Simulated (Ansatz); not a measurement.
**N₂H₂ (triplet): the correlation ladder, cc-pVTZ**

How much of the correlation energy of N₂H₂ (triplet) does each wave-function method recover here?

Method: cc-pVTZ, core rule «outside noble gas», up to 2 orbitals frozen; program: Ansatz 0.2.0, Gaussian basis.

To be run: UHF; CCSD(T) on ROHF; CCSD(T) on UHF; BCCD(T) on ROHF; CCSDT(Q) on ROHF; CCSDT(Q) on UHF; CASSCF and MRCISD+Q, 12 electrons in 10 orbitals; CASSCF and NEVPT2, 12 electrons in 10 orbitals.

4 further runs of the same task are left out: 4 set aside as unsound or not needed. Runs told in other sessions of the task aren't counted.

## (1) What is computed

The geometry is a PBE0/def2-TZVP stationary point (not a proven minimum) of the parent state, kept for this charge and spin.

4 atoms, charge 0, spin multiplicity 3.

Atoms are counted from 1 here; the program's logs count them from 0.

Bond lengths: N1–N2 1.204 Å, N1–H3 1.044 Å, N1–H4 1.044 Å. Angles: N2–N1–H3 124.0°, N2–N1–H4 124.0°, H3–N1–H4 112.0°.

As a file:

```xyz
4

N     0.00000    0.00000    0.52221
N     0.00000    0.00000   -0.68136
H     0.00000    0.86511    1.10577
H     0.00000   -0.86511    1.10577
```

## (2) UHF

The input, in.yaml:

```yaml
crystal:
  periodic: [false, false, false]
  atoms:
    - {symbol: N, position_ang: [0.000000, 0.000000, 0.522211]}
    - {symbol: N, position_ang: [0.000000, 0.000000, -0.681356]}
    - {symbol: H, position_ang: [0.000000, 0.865113, 1.105769]}
    - {symbol: H, position_ang: [0.000000, -0.865113, 1.105769]}
basis:
  gaussian: {orbitals: cc-pVTZ}
magnetization: {spin_polarized: true, initial_magnetization: 2}
hamiltonian: {xc: hf}
output: {orbitals: {seedname: orbitals}}
```

Launch:

```sh
$ ansatz run in.yaml --threads 1 --pin off --events-out ev --progress --plain --max-ram 2816MiB --backend cpu
```

After this run come: CCSD(T) on ROHF; CCSD(T) on UHF; BCCD(T) on ROHF; CCSDT(Q) on ROHF; CCSDT(Q) on UHF; CASSCF and MRCISD+Q, 12 electrons in 10 orbitals; CASSCF and NEVPT2, 12 electrons in 10 orbitals.

Q: Predict the results of all the runs planned. Wanted: UCCSDT(Q) from the RHF energy; RMP2 from UCCSDT(Q); UMP2 from UCCSDT(Q); RCCSD from UCCSDT(Q); RCCSD(T) from UCCSDT(Q); UCCSD(T) from UCCSDT(Q); RCCSDT(Q) from UCCSDT(Q); NEVPT2 valence from UCCSDT(Q); MRCISD+Q valence from UCCSDT(Q).

**Answer**, as computed:

| quantity | value |
| --- | --- |
| UCCSDT(Q) from the ROHF energy | -10.8847 eV |
| RMP2 from UCCSDT(Q) | +921.0 meV |
| UMP2 from UCCSDT(Q) | +986.7 meV |
| RCCSD from UCCSDT(Q) | +402.3 meV |
| RCCSD(T) from UCCSDT(Q) | +30.1 meV |
| UCCSD(T) from UCCSDT(Q) | +29.9 meV |
| RCCSDT(Q) from UCCSDT(Q) | +2.8 meV |
| NEVPT2 valence from UCCSDT(Q) | +1340.7 meV |
| MRCISD+Q valence from UCCSDT(Q) | +118.8 meV |
| levels within 1 kcal/mol (43 meV) | RCCSD(T), UCCSD(T), BCCD(T), RCCSDT, UCCSDT, RCCSDT(Q) |
| T1 diagnostic | 0.023 |
| effectively unpaired electrons | 2.01 |

What this shows: RCCSD(T) misses by +30.1 meV, 0.3 % of the correlation energy. One determinant dominates. Of the multireference levels listed MRCISD+Q valence comes nearest in total energy (+118.8 meV), which doesn't show that its space is the better one. These misses are within one basis, not against nature; the frozen cores of restricted and unrestricted runs differ, which can shift their rows.
